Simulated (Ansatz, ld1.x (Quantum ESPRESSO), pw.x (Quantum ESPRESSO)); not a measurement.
## Au (fcc): variants of one RRKJ potential in the solid

Au, norm-conserving RRKJ (Kleinman–Bylander form), made with ld1.x (Quantum ESPRESSO) 7.5 (LDA (PW92), scalar-relativistic). Core [Xe] 4f14, reference 5d10 6s1 6p0. Waves: 6p (bound, empty): rc 3.20 bohr; 5d (bound): rc 1.65 bohr; 6s (bound): rc 1.85 bohr. Local part: the s channel. Core correction: a·sin(br)/r model core, default radius (core density twice the valence density).

Crystal test: fcc Au in pw.x 7.5, no spin, 14³ k-points, Fermi–Dirac smearing 0.01 Ry, cutoffs set for each file from its atomic test. The reference is all-electron LAPW (Ansatz 0.2.0) with the same functional, mesh and smearing; V0 and B0 come from Birch–Murnaghan fits to the pressures at five volumes. Errors are pseudo minus all-electron; Δ is the rms difference of the E(V) curves that follow from these fits, minima aligned, over ±6 % about the mean V0. Mesh and smearing are coarse, so the numbers serve the comparison and aren't converged zero-temperature values; the lattice is a test structure that the element need not adopt.

All-electron: a0 = 4.048 Å (V0 = 16.58 Å³/atom), B0 = 194.7 GPa.

Base: The largest radius (3.20 bohr) exceeds half the bond length (2.71 bohr), so the spheres overlap, which is one possible source of error among others. This is a poor potential for the solid.

2 further variants are left out: they gave no file fit for a test, a broken result, the same result as the base, or pressures whose basis-set error rivals the error shown.

```tsv
change	cutoffs (Ry)	pw.x	a0 (Å)	a0 error (%)	B0 error (%)	Δ (meV/atom)	mean pressure error (GPa)
base	85/340	converged	4.078	+0.74	-4.3	15.6	+4.41
all radii but the core radius scaled by about 1.06 (s 1.96, p 3.38, d 1.74 bohr)	60/240	converged	4.081	+0.83	-4.5	17.4	+4.95
all radii but the core radius scaled by about 1.25 (s 2.32, p 4.00, d 2.06 bohr)	50/200	converged	4.084	+0.90	-2.7	19.2	+5.51
all radii but the core radius scaled by about 1.39 (s 2.56, p 4.44, d 2.28 bohr)	50/200	converged	4.083	+0.88	-1.9	18.8	+5.39
```
